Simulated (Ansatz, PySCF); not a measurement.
Potential energy curve for LiH, singlet.

Levels of theory: UHF/cc-pVQZ (Ansatz, a program for electronic structure); RHF/cc-pVQZ (Ansatz); UKS-BLYP = Ansatz with unrestricted BLYP/cc-pVQZ; RKS-BLYP = restricted BLYP/cc-pVQZ (Ansatz); UKS-B3LYP = unrestricted B3LYP/cc-pVQZ run with Ansatz; RKS-B3LYP = restricted B3LYP/cc-pVQZ (Ansatz); UKS-PBE = unrestricted PBE/cc-pVQZ run with Ansatz; RKS-PBE = restricted PBE/cc-pVQZ in Ansatz; UKS-B3LYP/6-31G* = PySCF with unrestricted B3LYP/6-31G*, spherical d; RKS-B3LYP/6-31G* = restricted B3LYP/6-31G*, spherical d run with PySCF; UKS-B3LYP/LANL2DZ = unrestricted B3LYP/LANL2DZ in PySCF 2.14.0; RKS-B3LYP/LANL2DZ = restricted B3LYP/LANL2DZ (PySCF); UKS-B3LYP/3-21G = PySCF with unrestricted B3LYP/3-21G; RKS-B3LYP/3-21G = restricted B3LYP/3-21G run with PySCF.

Scanned distances (Å): 1.22, 1.26, 1.35, 1.45, 1.52, 1.54, 1.60, 1.66, 1.69, 1.73, 1.85, 1.99, 2.16, 2.40, 2.64, 2.91, 3.14, 3.54, 3.88, 4.29, 4.70, 5.48, 6.35.

**Question.** Where does the unrestricted solution first break spin symmetry (<S²> of 0.01 or more)?

**Answer.** UHF: between 2.16 and 2.40 Å; UKS-BLYP: between 2.64 and 2.91 Å; UKS-B3LYP: between 2.64 and 2.91 Å; UKS-PBE: between 2.64 and 2.91 Å; UKS-B3LYP/6-31G*: between 2.64 and 2.91 Å; UKS-B3LYP/LANL2DZ: between 2.64 and 2.91 Å; UKS-B3LYP/3-21G: between 2.64 and 2.91 Å.

```
R / Å  <S²> UHF  E(RHF) − E(UHF) / kcal/mol  <S²> UKS-BLYP  E(RKS-BLYP) − E(UKS-BLYP) / kcal/mol  <S²> UKS-B3LYP  E(RKS-B3LYP) − E(UKS-B3LYP) / kcal/mol  <S²> UKS-PBE  E(RKS-PBE) − E(UKS-PBE) / kcal/mol  <S²> UKS-B3LYP/6-31G*  E(RKS-B3LYP/6-31G*) − E(UKS-B3LYP/6-31G*) / kcal/mol  <S²> UKS-B3LYP/LANL2DZ  E(RKS-B3LYP/LANL2DZ) − E(UKS-B3LYP/LANL2DZ) / kcal/mol  <S²> UKS-B3LYP/3-21G  E(RKS-B3LYP/3-21G) − E(UKS-B3LYP/3-21G) / kcal/mol
-----  --------  --------------------------  -------------  ------------------------------------  --------------  --------------------------------------  ------------  ----------------------------------  ---------------------  ----------------------------------------------------  ----------------------  ------------------------------------------------------  --------------------  --------------------------------------------------
1.22       0.00                         0.0           0.00                                   0.0            0.00                                     0.0          0.00                                 0.0                   0.00                                                   0.0                    0.00                                                     0.0                  0.00                                                 0.0
1.26       0.00                         0.0           0.00                                   0.0            0.00                                     0.0          0.00                                 0.0                   0.00                                                   0.0                    0.00                                                     0.0                  0.00                                                 0.0
1.35       0.00                         0.0           0.00                                   0.0            0.00                                     0.0          0.00                                 0.0                   0.00                                                   0.0                    0.00                                                     0.0                  0.00                                                 0.0
1.45       0.00                         0.0           0.00                                   0.0            0.00                                     0.0          0.00                                 0.0                   0.00                                                   0.0                    0.00                                                     0.0                  0.00                                                 0.0
1.52       0.00                         0.0           0.00                                   0.0            0.00                                     0.0          0.00                                 0.0                   0.00                                                   0.0                    0.00                                                     0.0                  0.00                                                 0.0
1.54       0.00                         0.0           0.00                                   0.0            0.00                                     0.0          0.00                                 0.0                   0.00                                                   0.0                    0.00                                                     0.0                  0.00                                                 0.0
1.60       0.00                         0.0           0.00                                   0.0            0.00                                     0.0          0.00                                 0.0                   0.00                                                   0.0                    0.00                                                     0.0                  0.00                                                 0.0
1.66       0.00                         0.0           0.00                                   0.0            0.00                                     0.0          0.00                                 0.0                   0.00                                                   0.0                    0.00                                                     0.0                  0.00                                                 0.0
1.69       0.00                         0.0           0.00                                   0.0            0.00                                     0.0          0.00                                 0.0                   0.00                                                   0.0                    0.00                                                     0.0                  0.00                                                 0.0
1.73       0.00                         0.0           0.00                                   0.0            0.00                                     0.0          0.00                                 0.0                   0.00                                                   0.0                    0.00                                                     0.0                  0.00                                                 0.0
1.85       0.00                         0.0           0.00                                   0.0            0.00                                     0.0          0.00                                 0.0                   0.00                                                   0.0                    0.00                                                     0.0                  0.00                                                 0.0
1.99       0.00                         0.0           0.00                                   0.0            0.00                                     0.0          0.00                                 0.0                   0.00                                                   0.0                    0.00                                                     0.0                  0.00                                                 0.0
2.16       0.00                         0.0           0.00                                   0.0            0.00                                     0.0          0.00                                 0.0                   0.00                                                   0.0                    0.00                                                     0.0                  0.00                                                 0.0
2.40       0.29                         0.7           0.00                                   0.0            0.00                                     0.0          0.00                                 0.0                   0.00                                                   0.0                    0.00                                                     0.0                  0.00                                                 0.0
2.64       0.61                         4.6           0.00                                   0.0            0.00                                     0.0          0.00                                 0.0                   0.00                                                   0.0                    0.00                                                     0.0                  0.00                                                 0.0
2.91       0.79                        11.0           0.15                                   0.2            0.21                                     0.4          0.17                                 0.3                   0.28                                                   0.8                    0.27                                                     0.6                  0.24                                                 0.5
3.14       0.87                        17.0           0.32                                   1.0            0.39                                     1.8          0.35                                 1.3                   0.45                                                   2.5                    0.45                                                     2.4                  0.44                                                 2.2
3.54       0.94                        27.3           0.51                                   3.1            0.59                                     5.1          0.56                                 3.8                   0.65                                                   6.7                    0.66                                                     6.6                  0.65                                                 6.4
3.88       0.97                        35.3           0.62                                   5.1            0.70                                     8.1          0.68                                 6.2                   0.76                                                  10.5                    0.78                                                    10.5                  0.77                                                10.3
4.29       0.99                        43.8           0.70                                   7.2            0.79                                    11.4          0.79                                 8.9                   0.85                                                  14.7                    0.87                                                    15.1                  0.86                                                14.9
4.70       0.99                        51.0           0.76                                   9.0            0.85                                    14.3          0.87                                11.3                   0.92                                                  18.5                    0.93                                                    19.2                  0.93                                                19.0
5.48       1.00                        61.8           0.82                                  11.5            0.93                                    18.6          1.00                                15.5                   0.99                                                  24.2                    0.99                                                    25.5                  0.99                                                25.3
6.35       1.00                        70.4           0.86                                  13.2            1.00                                    21.9          1.00                                18.2                   1.00                                                  28.1                    1.00                                                    30.0                  1.00                                                29.8
```
